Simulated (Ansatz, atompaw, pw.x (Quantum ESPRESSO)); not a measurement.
## N (Z = 7): one change to the PAW (atompaw) potential, in the atom and in the fcc crystal

atompaw 4.2.0.5 input, output lines left out:

```
N 7
LDA-PW scalarrelativistic loggrid 1500 logderivrange -3 5 201
2 2 0 0 0 0
2 1 3
0 0 0
c
v
v
1
2.20 1.95 1.85 2.05
y
0.75
n
y
3.95
n
custom rrkj gramschmidtortho besselshape
2 0.5 troulliermartins
1.10
1.10
2.20
2.20
```

Change: wave 2p channel at 3.95 Ry: rc 2.20 bohr becomes 2p channel at 5.59 Ry: rc 2.20 bohr.

Cutoffs, loose and tight: the cutoffs (Ry, on a coarse ladder) from which the occupation-weighted sum of valence levels, in a spherical-Bessel basis at the reference potential, stays within 10 and 1 mRy of its value at 400 Ry. They see the waves, projectors and local potential, not the compensation charge or the core.

Crystal test: fcc N in pw.x 7.5, no spin, 18³ k-points, Fermi–Dirac smearing 0.01 Ry, cutoffs set for each file from its atomic test. The reference is all-electron LAPW (Ansatz 0.2.0) with the same functional, mesh and smearing; V0 and B0 come from Birch–Murnaghan fits to the pressures at five volumes. Errors are pseudo minus all-electron; Δ is the rms difference of the E(V) curves that follow from these fits, minima aligned, over ±6 % about the mean V0. Mesh and smearing are coarse, so the numbers serve the comparison and aren't converged zero-temperature values; the lattice is a test structure that the element need not adopt. Spin polarisation is left out.

All-electron: a0 = 3.046 Å (V0 = 7.06 Å³/atom), B0 = 220.9 GPa.

Q: Does the change bring the crystal closer to the all-electron result?

A: The mean pressure error goes from +0.47 to +8.50 GPa, so the change moves the solid further from the all-electron pressures.

```json
{"quantity": "outcome (atom)", "base": "generated", "changed": "generated"}
{"quantity": "cutoff, loose (atom)", "base": "15 Ry", "changed": "15 Ry"}
{"quantity": "cutoff, tight (atom)", "base": "21 Ry", "changed": "21 Ry"}
{"quantity": "bound ghosts (atom)", "base": "none", "changed": "none"}
{"quantity": "cutoffs in pw.x (Ry)", "base": "40/400", "changed": "40/400"}
{"quantity": "a0 (Å)", "base": "3.048", "changed": "3.083"}
{"quantity": "a0 error (%)", "base": "+0.07", "changed": "+1.22"}
{"quantity": "B0 error (%)", "base": "-0.0", "changed": "-2.4"}
{"quantity": "Δ (meV/atom)", "base": "0.7", "changed": "12.5"}
{"quantity": "mean pressure error (GPa)", "base": "+0.47", "changed": "+8.50"}
```

Base: The largest radius (2.20 bohr) exceeds half the bond length (2.04 bohr), so the spheres overlap, which is one possible source of error among others. Changed file: The largest radius (2.20 bohr) exceeds half the bond length (2.04 bohr), so the spheres overlap, which is one possible source of error among others. This is a poor potential for the solid.
